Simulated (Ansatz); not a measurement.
# CH3Si+ (triplet): from Hartree-Fock to the top rungs, cc-pVDZ

Aim: climb from Hartree-Fock through coupled cluster and multireference methods for CH3Si+ (triplet) at one geometry and basis, and see what each rung misses.

Computed with Ansatz 0.2.0, Gaussian basis. Level: cc-pVDZ, core rule «outside noble gas», up to 6 orbitals frozen.

To be run: UHF; CCSD(T) on ROHF; CCSD(T) on UHF; BCCD(T) on ROHF; CISD; CCSDT(Q) on ROHF; CCSDT(Q) on UHF; CASSCF and NEVPT2, 10 electrons in 11 orbitals.

17 further runs of the same task are left out: 6 that didn't finish, 11 set aside as unsound or not needed.

**1. What is computed**

The geometry is a PBE0/def2-TZVP stationary point (not a proven minimum) of the parent state, kept for this charge and spin.

5 atoms, charge 1, spin multiplicity 3.

Atoms are counted from 1 here; the program's logs count them from 0.

Bond lengths: Si1–C2 1.890 Å, Si1–H3 1.488 Å, Si1–H4 1.488 Å, Si1–H5 1.492 Å. Angles: C2–Si1–H3 112.5°, C2–Si1–H4 112.5°, C2–Si1–H5 101.7°, H3–Si1–H4 109.7°, H3–Si1–H5 110.2°, H4–Si1–H5 110.2°.

As a file:

```xyz
5
charge 1, multiplicity 3
Si   -0.0027    0.0000    0.4927
C     0.0237    0.0000   -1.3968
H     0.6305   -1.2164    1.0698
H     0.6307    1.2163    1.0698
H    -1.4681    0.0001    0.7752
```

**2. UHF**

in.yaml reads:

```yaml
crystal:
  periodic: [false, false, false]
  atoms:
    - {symbol: Si, position_ang: [-0.002716, 0.000000, 0.492711]}
    - {symbol: C, position_ang: [0.023717, -0.000001, -1.396758]}
    - {symbol: H, position_ang: [0.630455, -1.216386, 1.069825]}
    - {symbol: H, position_ang: [0.630650, 1.216284, 1.069826]}
    - {symbol: H, position_ang: [-1.468051, 0.000117, 0.775218]}
basis:
  gaussian: {orbitals: cc-pVDZ}
total_charge: 1
magnetization: {spin_polarized: true, initial_magnetization: 2}
hamiltonian: {xc: hf}
output: {orbitals: {seedname: orbitals}}
```

Started as:

```sh
ansatz run in.yaml --threads 1 --pin off --events-out ev --progress --plain --max-ram 2393MiB
```

Further steps of the session: CCSD(T) on ROHF; CCSD(T) on UHF; BCCD(T) on ROHF; CISD; CCSDT(Q) on ROHF; CCSDT(Q) on UHF; CASSCF and NEVPT2, 10 electrons in 11 orbitals.

**Question.** What will the summary of the whole plan be? Wanted: UCCSDT(Q) below the RHF energy; RMP2 from UCCSDT(Q); UMP2 from UCCSDT(Q); RCCSD from UCCSDT(Q); RCCSD(T) from UCCSDT(Q); UCCSD(T) from UCCSDT(Q); RCCSDT(Q) from UCCSDT(Q); NEVPT2 valence from UCCSDT(Q); T1 diagnostic.

The runs gave:

```
                         quantity                      value
   UCCSDT(Q) below the RHF energy                 -5.4869 eV
              RMP2 from UCCSDT(Q)                +1435.5 meV
              UMP2 from UCCSDT(Q)                +1416.2 meV
             RCCSD from UCCSDT(Q)                 +199.0 meV
          RCCSD(T) from UCCSDT(Q)                  +53.8 meV
          UCCSD(T) from UCCSDT(Q)                  +53.7 meV
         RCCSDT(Q) from UCCSDT(Q)                   +2.5 meV
    NEVPT2 valence from UCCSDT(Q)                 +906.7 meV
levels within 1 kcal/mol (43 meV)  RCCSDT, UCCSDT, RCCSDT(Q)
                    T1 diagnostic                      0.036
   effectively unpaired electrons                       2.04
```

**Reading.** RCCSD(T) lands +53.8 meV from the yardstick (1.0 % of the correlation energy). One determinant dominates. These misses are within one basis, not against nature; the frozen cores of restricted and unrestricted runs differ, which can shift their rows.
